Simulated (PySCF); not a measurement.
Compound: C4H3ClF (doublet state).
Geometry (GFN2-xTB, Å), atoms numbered from 1 in this order:
```xyz
9
C4H3ClF angstrom
C      1.6281   -0.0351    0.1951
C      0.3053    0.1008    0.0036
C     -0.8422    0.8422   -0.0290
Cl    -1.6499    2.2683    0.2694
C     -0.9870   -0.5889   -0.3250
F     -1.5573   -1.4197    0.6185
H      2.1001   -0.9980    0.1222
H      2.2427    0.8158    0.4299
H     -1.2264   -0.9793   -1.3099
```

Identity: `[C]1(Cl)[C@H](F)C1=C` [radical].

Method: UKS B3LYP, pcH-1 on C Cl F H, non-relativistic, mean-field spin-orbit, GIAO in PySCF. Isolated species at its GFN2-xTB geometry, gas phase. Couplings are sensitive to structure, and on GFN2-xTB geometries they can be far from those on DFT ones. No stability test was run, so a lower SCF solution isn't excluded.

The largest Mulliken spin populations are on C1 (+0.67), C3 (+0.52), C2 (-0.23) and Cl4 (+0.07). The angles at C1 add up to 360.0°, so it is planar; its axial dipolar tensor and the negative couplings of its protons fit spin in a p orbital normal to that plane.

(1) McConnell's relation a(H) = Q·ρ ties the coupling of a proton on a planar π carbon to the spin population of that carbon. What Q do the computed values give?

Results:

(1) 
```csv
H,C,ρ(C),a(H) (G),a/ρ (G)
H7,C1,+0.674,-14.95,-22.2
H8,C1,+0.674,-14.38,-21.3
```

These protons share one ρ (within 0.01), so their mean ratio, Q = -21.7 G, is no test of linearity.

Couplings in gauss use g_iso = 2.0046.

The SMILES draws the unpaired electron on C3; the largest computed Mulliken spin population is on C1 (0.67 against 0.52).
